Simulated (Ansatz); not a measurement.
**CH4SSi (SMILES C[SiH]=S): single points off equilibrium**

An exercise on one series of results from a longer session: the logs are not shown, and one member is left open.

Program: Ansatz 0.2.0, Gaussian basis. Level of theory: single points in def2-TZVPP. These are calculated values, not measurements.

Cores are frozen in the correlated methods.

**Where the work starts**

SMILES `C[SiH]=S`, 7 atoms, charge 0, spin multiplicity 1.

Atoms are counted from 1 here; the program's logs count them from 0.

Bond lengths: C1–Si2 1.895 Å, C1–H4 1.137 Å, C1–H5 1.104 Å, C1–H6 1.110 Å, Si2–S3 2.057 Å, Si2–H7 1.501 Å. Angles: Si2–C1–H4 113.1°, Si2–C1–H5 110.6°, Si2–C1–H6 108.5°, H4–C1–H5 108.7°, H4–C1–H6 108.4°, H5–C1–H6 107.3°, C1–Si2–S3 127.8°, C1–Si2–H7 109.0°, S3–Si2–H7 123.2°.

Geometry (Å):

```mol
CH4SSi
  3D, bonds by distance, orders not assigned

  7  6  0  0  0  0  0  0  0  0999 V2000
   -0.6309    0.5708   -0.2438 C   0  0
    0.7524   -0.5931    0.3229 Si  0  0
    1.3370   -2.3691   -0.5344 S   0  0
   -1.4653    0.6787    0.5214 H   0  0
   -0.2261    1.5723   -0.4706 H   0  0
   -1.0664    0.1703   -1.1828 H   0  0
    1.3845   -0.0335    1.5639 H   0  0
  1  2  8  0
  1  4  8  0
  1  5  8  0
  1  6  8  0
  2  3  8  0
  2  7  8  0
M  END
```

Set-up of the first run:

Contents of run/in.yaml:

```yaml
crystal:
  periodic: [false, false, false]
  atoms:
    - {symbol: C, position_ang: [-0.630900, 0.570800, -0.243800]}
    - {symbol: Si, position_ang: [0.752400, -0.593100, 0.322900]}
    - {symbol: S, position_ang: [1.337000, -2.369100, -0.534400]}
    - {symbol: H, position_ang: [-1.465300, 0.678700, 0.521400]}
    - {symbol: H, position_ang: [-0.226100, 1.572300, -0.470600]}
    - {symbol: H, position_ang: [-1.066400, 0.170300, -1.182800]}
    - {symbol: H, position_ang: [1.384500, -0.033500, 1.563900]}
basis:
  gaussian: {orbitals: def2-TZVPP}
correlation: {method: ccsd_t}
output: {forces: true}
```

No record of the launch command was kept for these runs.

Steps of the session up to this table: CCSD(T)/def2-TZVPP; PBE0-D4/def2-TZVPP; wB97M-V/def2-TZVPP; r2SCAN-D4/def2-TZVPP; PBE-D4/def2-TZVPP; revPBE-D4/def2-TZVPP; HSE06-D4/def2-TZVPP.

One table of the session follows, with a row left open; its other results are not shown here.

```
   method  RMS force component (eV/Å)  angle to CCSD(T) forces (°)  dipole (D)
  CCSD(T)                       0.759                    reference        3.66
  PBE0-D4                       0.826                          5.4        3.98
  wB97M-V                           ?                            ?           ?
r2SCAN-D4                       0.788                          5.0        3.91
   PBE-D4                       0.679                          8.8        3.69
revPBE-D4                       0.663                          8.7        3.69
 HSE06-D4                       0.819                          5.3        3.97
```

**Question.** Estimate the row for wB97M-V.

As computed: RMS force component (eV/Å): 0.869; angle to CCSD(T) forces (°): 4.3; dipole (D): 4.03. In the column «RMS force component (eV/Å)» it is the highest.
